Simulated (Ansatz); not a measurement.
# B₂H₂ (singlet): the correlation ladder at distance B1–B2 = 2.124 Å, cc-pVDZ

Aim: climb from Hartree-Fock through coupled cluster and multireference methods for B₂H₂ (singlet) at one geometry and basis, and see what each rung misses.

Computed with Ansatz 0.2.0, Gaussian basis. Level: cc-pVDZ, core rule «outside noble gas», up to 2 orbitals frozen.

To be run: UHF; CCSD(T) on RHF; CCSD(T) on UHF; BCCD(T) on RHF; CISD; CCSDT(Q) on RHF; CCSDT(Q) on UHF; CISDTQ; CCSDTQ on RHF; CCSDTQ on UHF; CASSCF and MRCISD+Q, 2 electrons in 2 orbitals; CASSCF and NEVPT2, 2 electrons in 2 orbitals; CASSCF and MRCISD+Q, 8 electrons in 10 orbitals; CASSCF and NEVPT2, 8 electrons in 10 orbitals; Full CI.

## (1) What is computed

The geometry derives from a PBE0/def2-TZVP stationary point (not a proven minimum). One bond is set to the value named and the two fragments are kept rigid.

4 atoms, charge 0, spin multiplicity 1.

Atoms are counted from 1 here; the program's logs count them from 0.

Bond lengths: B1–H3 1.176 Å, B2–H4 1.176 Å.

Geometry (Å):

```
B     0.0000    0.0000    1.0620
B     0.0000    0.0000   -1.0620
H     0.0000    0.0000    2.2377
H     0.0000    0.0000   -2.2377
```

## (2) UHF

File in.yaml:

```yaml
crystal:
  periodic: [false, false, false]
  atoms:
    - {symbol: B, position_ang: [0.000000, 0.000000, 1.062000]}
    - {symbol: B, position_ang: [0.000000, 0.000000, -1.062000]}
    - {symbol: H, position_ang: [0.000000, 0.000000, 2.237734]}
    - {symbol: H, position_ang: [0.000000, 0.000000, -2.237734]}
basis:
  gaussian: {orbitals: cc-pVDZ}
magnetization: {spin_polarized: true, initial_magnetization: 0}
hamiltonian: {xc: hf}
output: {orbitals: {seedname: orbitals}}
```

Command:

```
$ ansatz run in.yaml --threads 1 --pin off --events-out ev --progress --plain --max-ram 3956MiB --backend cpu
```

After this run come: CCSD(T) on RHF; CCSD(T) on UHF; BCCD(T) on RHF; CISD; CCSDT(Q) on RHF; CCSDT(Q) on UHF; CISDTQ; CCSDTQ on RHF; CCSDTQ on UHF; CASSCF and MRCISD+Q, 2 electrons in 2 orbitals; CASSCF and NEVPT2, 2 electrons in 2 orbitals; CASSCF and MRCISD+Q, 8 electrons in 10 orbitals; CASSCF and NEVPT2, 8 electrons in 10 orbitals; Full CI.

Before running them: what should the planned runs give, taken together? Wanted: FCI below the RHF energy; RMP2 from FCI; RCCSD from FCI; RCCSD(T) from FCI; RCCSDT(Q) from FCI; NEVPT2 valence from FCI; MRCISD+Q valence from FCI; T1 diagnostic; effectively unpaired electrons.

The runs gave:

| quantity | value |
| --- | --- |
| FCI below the RHF energy | -5.9696 eV |
| RMP2 from FCI | +1484.2 meV |
| RCCSD from FCI | +447.9 meV |
| RCCSD(T) from FCI | +143.5 meV |
| RCCSDT(Q) from FCI | +32.6 meV |
| NEVPT2 valence from FCI | +656.3 meV |
| MRCISD+Q valence from FCI | +5.0 meV |
| levels within 1 kcal/mol (43 meV) | RCCSDT(Q), RCCSDTQ, MRCISD+Q valence |
| T1 diagnostic | 0.025 |
| effectively unpaired electrons | 2.12 |

In words: RCCSD(T) lands +143.5 meV from the yardstick (2.4 % of the correlation energy). With 2.1 effectively unpaired electrons against 0 the state is strongly multireference. Of the multireference levels listed MRCISD+Q valence comes nearest in total energy (+5.0 meV), which doesn't show that its space is the better one. Coupled cluster took another determinant than the lowest Hartree-Fock one. These misses are within one basis, not against nature.
